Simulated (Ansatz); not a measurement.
Frontier orbitals of AlH7OSi, SMILES `[AlH3-][OH+][SiH3]`.

| atom | x (Å) | y (Å) | z (Å) |
| --- | --- | --- | --- |
| Al1 | -1.265 | -0.238 | 1.083 |
| O2 | 0.552 | 0.246 | 0.491 |
| Si3 | 0.882 | 0.110 | -1.175 |
| H4 | -1.824 | 1.118 | 1.711 |
| H5 | -1.016 | -1.481 | 2.051 |
| H6 | -1.636 | -0.555 | -0.456 |
| H7 | 1.259 | 0.521 | 1.079 |
| H8 | 0.017 | 1.042 | -1.920 |
| H9 | 0.727 | -1.294 | -1.595 |
| H10 | 2.305 | 0.529 | -1.268 |

Total charge 0; spin multiplicity 1. The structure was optimised at the PBE0-D4/def2-TZVP level. Basis def2-TZVPP, Ansatz.

Orbital energies of one run (eV). Highest occupied ones, from the top: -7.76, -7.95, -10.35, -10.36, -10.70, -12.72, -13.60, -15.75, -17.91, -31.17, -73.93, -73.94, -74.09, -102.57. Empty: -0.72, 0.90, 1.32, 1.47, 1.77, 1.84.

**Question.** Which functional gave them?
A. BLYP
B. r2SCAN0
C. revPBE
D. LC-ωPBE

**Answer.** B. HOMO energies: r2SCAN0 -7.76, BLYP -6.21, revPBE -6.28, LC-ωPBE -10.37 eV.

LC-ωPBE has ω = 0.4 bohr⁻¹.
